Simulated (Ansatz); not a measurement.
Input file:

```yaml
crystal:
  periodic: [false, false, false]
  atoms:
    - {symbol: S, position_ang: [0.000000, -0.073848, 0.000000]}
    - {symbol: H, position_ang: [0.000000, 2.493152, 0.000000]}
    - {symbol: H, position_ang: [0.000000, -0.071937, 1.520127]}
    - {symbol: H, position_ang: [0.000000, -0.071937, -1.520127]}
basis:
  gaussian: {orbitals: 6-31G}
total_charge: 1
magnetization: {spin_polarized: false, initial_magnetization: 2}
correlation: {method: fic_mrcisd_q, electrons: all, active_space: {window: {electrons: 8, orbitals: 6}, states: [{multiplicity: 3, weights: [1, 0.5, 1, 1]}]}}
frozen_core: true
```

```sh
$ ansatz run in.yaml --threads 1 --pin off --events-out ev --progress --plain --max-ram 2393MiB
```

(1) One thing in this input was set wrong on purpose, beside settings that are merely unusual. What is the gravest fault, and what does the program do?

Answers

(1) Unknown input key. How the run ends: refused.
```
Error: YAML parse error: error: line 13 column 1: unknown field `frozen_core`, expected one of crystal, accuracy, basis, kpoints, hamiltonian, magnetization, projection, total_charge, correlation, batch, efield, external_charges, scf, relax, neb, saddle, md, ramp, phonons, dielectric, real_time, elastic, magnetic_configurations, gw, evaluate, workflow, output, checkpoint, execution
  --> <input>:13:1
   |
11 | magnetization: {spin_polarized: false, initial_magnetization: 2}
12 | correlation: {method: fic_mrcisd_q, electrons: all, active_space:…
13 | frozen_core: true
   | ^ unknown field `frozen_core`, expected one of crystal, accuracy, basis, kpoints, hamiltonian, magnetization, projection, total_charge, correlation, batch, efield, external_charges, scf, relax, neb, saddle, md, ramp, phonons, dielectric, real_time, elastic, magnetic_configurations, gw, evaluate, workflow, output, checkpoint, execution
```
